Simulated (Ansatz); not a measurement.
C4H7ClO (`C=C(Cl)OCC`). Total charge 0; spin multiplicity 1. Geometry: relaxed with PBE0-D4/def2-TZVP. It is one conformer, not always the lowest.

```xyz
13

C     0.624   -2.371    0.722
C     0.686   -1.342   -0.109
Cl    2.040   -1.153   -1.198
O    -0.286   -0.437   -0.237
C     0.078    0.941   -0.122
C    -1.179    1.757   -0.252
H     1.388   -3.134    0.722
H    -0.222   -2.455    1.390
H     0.797    1.191   -0.907
H     0.560    1.098    0.849
H    -1.654    1.581   -1.219
H    -1.892    1.504    0.534
H    -0.940    2.820   -0.174
```

(1) What is the dipole moment at PBE/def2-TZVPP? (Best estimate.)

(2) And with r2SCAN, B3LYP, ωB97M-V? (Best estimate.)

(3) Give the Mulliken charges with PBE, ωB97M-V, r2SCAN in def2-TZVPP. (Best estimate.)

## Answers

(1) Computed: 1.63 D, with components (-0.50, 1.34, 0.78) D in this frame, pointing from negative to positive charge.

(2) Computed: r2SCAN 1.70 D, B3LYP 1.60 D, ωB97M-V 1.59 D.

(3) Ansatz gave: 
```
atom    PBE  ωB97M-V  r2SCAN
  C1  -0.24    -0.24   -0.24
  C2   0.16     0.16    0.22
 Cl3  -0.11    -0.08   -0.13
  O4  -0.20    -0.26   -0.27
  C5   0.00    -0.04    0.10
  C6  -0.24    -0.29   -0.12
  H7   0.10     0.11    0.10
  H8   0.09     0.10    0.09
  H9   0.08     0.11    0.06
 H10   0.08     0.11    0.05
 H11   0.09     0.11    0.05
 H12   0.09     0.11    0.05
 H13   0.08     0.10    0.04
```

B3LYP here is the variant with VWN-RPA as its local correlation; programs differ in this.
